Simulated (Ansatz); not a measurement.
hcp Lu was calculated with PBEsol+SOC (PAW; Ansatz, a first-principles code).

Numerical settings: plane-wave cutoff 520 eV, 18×18×10 k mesh (along the axes of the cell as run), Fermi–Dirac smearing 0.05 eV, PAW data made under PBE.

Computed at the level's own relaxed cell.

Problem. Give the computed c axis length, equilibrium lattice constant a, volume per atom, pressure derivative B′ of the bulk modulus and bulk modulus B0.

Solution. 
- c axis length: 5.342 Å
- equilibrium lattice constant a: 3.434 Å
- volume per atom: 27.27 Å³/atom
- pressure derivative B′ of the bulk modulus: 3.4
- bulk modulus B0: 50.4 GPa

The run finds no gap.

Measured, for comparison: lattice parameter c 5.549 Å (293 K, not corrected to a static lattice, our sources range from 5.549 to 5.563; as tabulated in Wikipedia's data pages); lattice constant a 3.505 Å (293 K, not corrected to a static lattice; as tabulated in Wikipedia's data pages); equilibrium volume per atom 29.52 Å³/atom (room temperature, not corrected to a static lattice; as tabulated in Söderlind et al. (2014), doi:10.1088/0953-8984/26/41/416001); bulk modulus 47.6 GPa (room temperature, not corrected to a static lattice; as tabulated in Wikipedia's data pages). Computed (rounded) less measured: lattice parameter c -3.7 % (-3.7 % to -4.0 % over the range), lattice constant a -2.0 %, equilibrium volume per atom -7.6 %, bulk modulus +6 %. A static lattice is as a rule a little smaller and stiffer than an uncorrected measurement, which narrows the difference in the bulk modulus and would widen misses of the other sign.

Note: the bulk modulus comes from volumes at which shape and atoms were relaxed.

The computed numbers hold no vibrational or temperature effects.

Computing time: roughly 60 core-minutes.
